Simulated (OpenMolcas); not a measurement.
## C4H6 (1-butyne): methods side by side

C4H6: 10 atoms, total charge 0, spin state singlet. As SMILES, `C#CCC`. The shape is that of a PBE0-D4/def2-TZVP optimisation.

```xyz
10

C    -0.7107    1.6802   -1.3813
C    -0.0584    0.8894   -0.7565
C     0.7054   -0.0797    0.0116
C    -0.1770   -0.9899    0.8617
H    -1.2838    2.3834   -1.9375
H     1.3081   -0.6807   -0.6773
H     1.4152    0.4560    0.6507
H     0.4358   -1.7003    1.4201
H    -0.7633   -0.4066    1.5735
H    -0.8713   -1.5518    0.2350
```

Quantity: the dipole moment, in D. The values are calculated.

Measured value to compare with: NIST CCCBDB gives the dipole moment of the gas as 0.78 D.

```json
{"level": "HF/cc-pVDZ", "kind": "Hartree–Fock", "program": "OpenMolcas", "value (D)": "0.72", "computed − measured": "-0.06", "CPU time": "8.1 s"}
{"level": "SVWN5/cc-pVDZ", "kind": "LDA", "program": "OpenMolcas", "value (D)": "0.82", "computed − measured": "+0.04", "CPU time": "36 s"}
{"level": "BLYP/cc-pVDZ", "kind": "GGA", "program": "OpenMolcas", "value (D)": "0.76", "computed − measured": "-0.02", "CPU time": "50 s"}
{"level": "revPBE/cc-pVDZ", "kind": "GGA", "program": "OpenMolcas", "value (D)": "0.79", "computed − measured": "+0.01", "CPU time": "46 s"}
{"level": "M06-L/cc-pVDZ", "kind": "meta-GGA", "program": "OpenMolcas", "value (D)": "0.85", "computed − measured": "+0.07", "CPU time": "63 s"}
{"level": "r2SCAN/cc-pVDZ", "kind": "meta-GGA", "program": "OpenMolcas", "value (D)": "0.82", "computed − measured": "+0.04", "CPU time": "64 s"}
{"level": "B3LYP/cc-pVDZ", "kind": "global hybrid", "program": "OpenMolcas", "value (D)": "0.75", "computed − measured": "-0.03", "CPU time": "48 s"}
{"level": "BHLYP/cc-pVDZ", "kind": "global hybrid", "program": "OpenMolcas", "value (D)": "0.74", "computed − measured": "-0.04", "CPU time": "48 s"}
```

Nearest: revPBE/cc-pVDZ (+0.01 D); farthest: M06-L/cc-pVDZ (+0.07 D). The measured dipole is a vibrational average, so differences of a few hundredths of a debye mean little. Computed less measured by kind, in D (cc-pVDZ rows): Hartree–Fock -0.06; LDA +0.04; GGA -0.02 to +0.01; meta-GGA +0.04 to +0.07; global hybrid -0.04 to -0.03. Magnitudes only: a small dipole may point the other way at some levels. CPU times are rough (shared hosts, several kinds of processor): they show what a rung costs within a factor of a few.
